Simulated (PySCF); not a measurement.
Homolysis of single bonds, series Ga Cl-OH. Isolated molecules, 0 K electronic values unless said otherwise. One relaxed conformer stands for each flexible species; it need not be the lowest. Strings in code marks are SMILES.

Calculation: PBE-D3(BJ)/def2-TZVP // PBE0-D4/def2-TZVP (PySCF). 

```json
[
 {"species": "whole molecule (`[Cl][Ga]([Cl])[Cl]`)", "highest occupied spin orbital (eV)": "–", "dipole moment (D)": "?"},
 {"species": "radical fragment (`[Cl][Ga][Cl]`)", "highest occupied spin orbital (eV)": "-5.98", "dipole moment (D)": "1.55"},
 {"species": "whole molecule (`[Cl][Ga]([Cl])[OH]` (H–O–Ga–Cl torsion 180°))", "highest occupied spin orbital (eV)": "–", "dipole moment (D)": "–"},
 {"species": "radical fragment (`[OH]`)", "highest occupied spin orbital (eV)": "-7.16", "dipole moment (D)": "1.72"},
 {"species": "radical fragment (`[Cl][Ga][OH]` (H–O–Ga–Cl torsion 180°))", "highest occupied spin orbital (eV)": "-5.60", "dipole moment (D)": "–"}
]
```

Task: Complete the blanks.

Result: 
- whole molecule (`[Cl][Ga]([Cl])[Cl]`), dipole moment (D): 0.00
